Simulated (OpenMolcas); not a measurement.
**Setting up PH2 (SMILES [PH2]) in OpenMolcas**

The species is PH2 (3 atoms), meant as a doublet with charge 0. SMILES: `[PH2]`. Geometry: relaxed at GFN2-xTB.

```xyz
3

P     0.5145   -0.3028    0.2527
H     0.1115    1.0274    0.1724
H    -0.6260   -0.7246   -0.4251
```

Settings wanted:

```json
{
 "method": "DFT",
 "reference": "UKS",
 "integral approximation": "none",
 "basis set": "ANO-L-MB",
 "task": "energy",
 "functional": "BMK",
 "nucleus": "point"
}
```

**Question.** Give an OpenMolcas 26.06 job that does this.

**Answer.** One that was run (others would do as well):

geom.xyz:
```
3

P      0.514470    -0.302750     0.252680
H      0.111510     1.027360     0.172420
H     -0.625980    -0.724620    -0.425100
```

job.input:
```
* H2P Kohn-Sham DFT
>>> EXPORT MOLCAS_PRINT=2

&GATEWAY
  Coord
  geom.xyz
  Basis
  ANO-L-MB
  Group
  NoSym

&SEWARD

&SCF
  UHF
  Spin
  2
  KSDFT
  2
  1.0 HYB_MGGA_X_BMK
  1.0 GGA_C_BMK
  PrOrbitals
  0
```

```bash
$ export MOLCAS_MEM=1860
$ pymolcas job.input > job.log
```

Calculated total energy: -342.33405 Eh.
